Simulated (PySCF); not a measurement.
**Vertical excitation energies**

Species: 1,2-dichloroethane, C2H4Cl2.
Z-matrix (Å and degrees, GFN2-xTB geometry), rows numbered from 1:
```
Cl
C   1  1.7834
C   2  1.5142  1  109.07
Cl  3  1.7837  2  109.17  1  -179.81
H   2  1.0898  1  107.42  3  -120.83
H   2  1.0897  1  107.42  3   120.88
H   3  1.0898  2  111.31  1   -61.38
H   3  1.0898  2  111.35  1    61.76
```

Theory: TDDFT PBE0/def2-SVPD, vertical, gas phase, core orbitals frozen in the response in PySCF 2.14.0, density-fitted response routines.

```
state  E (eV)  λ (nm)  ν̃ (cm⁻¹)       f  symmetry  main configurations (H = HOMO, L = LUMO)
   S1    7.24   171.3      58360   0.038        Bu                                 H→L (92%)
   S2    7.28   170.2      58750  0.0000         –                               H-1→L (90%)
   S3    7.33   169.3      59080  0.0040        Au                               H-2→L (86%)
   S4    7.59   163.4      61180  0.0000         –                  H-3→L (67%), H→L+1 (26%)
   S5    7.97   155.6      64250   0.019        Au                 H-1→L+1 (89%), H-2→L (8%)
   S6    7.99   155.2      64420  0.0000         –                  H→L+1 (72%), H-3→L (26%)
   S7    8.04   154.1      64880  0.0000         –                             H-2→L+1 (92%)
   S8    8.40   147.5      67780   0.109        Bu                             H-3→L+1 (85%)
```

Triplets (Tamm–Dancoff): T1 6.55 eV, H→L (85%); T2 6.57 eV, H-1→L (77%), H-2→L+1 (12%); T3 6.64 eV, H-2→L (73%), H-1→L+1 (15%).

The lowest singlet lies at 7.24 eV (171 nm, vacuum ultraviolet) and is of moderate strength; its leading configuration is HOMO→LUMO (92%). The strongest level in the table is S8 at 8.40 eV (148 nm, f = 0.109). It is the last of those listed, so stronger ones may follow. Löwdin shares by element: HOMO chlorine 79%, carbon 18%; LUMO chlorine 66%, carbon 29%. Of the 8 states listed, 3 reach f = 0.01 and 4 stay under 0.0005. Orbital energies (eV): HOMO-3 -9.25, HOMO-2 -8.92, HOMO-1 -8.84, HOMO -8.78, LUMO -0.04, LUMO+1 0.40, LUMO+2 1.20. The listed states span 1.17 eV, and the widest gap between neighbours is 0.38 eV (S4 to S5). No computed singlet lies in the visible range (380 to 750 nm); the lowest, at 171 nm, stands 3.97 eV above its violet end (3.26 eV). Symmetry labels in C2h follow from the direction of the transition dipole and are given only for states with f of 0.002 or more. Singlets were solved by full linear response, triplets in the Tamm–Dancoff approximation.

Hardware: one thread of an Arm Neoverse N1, no GPU, shared host. Cost: 13 s.

One conformer stands for the species.
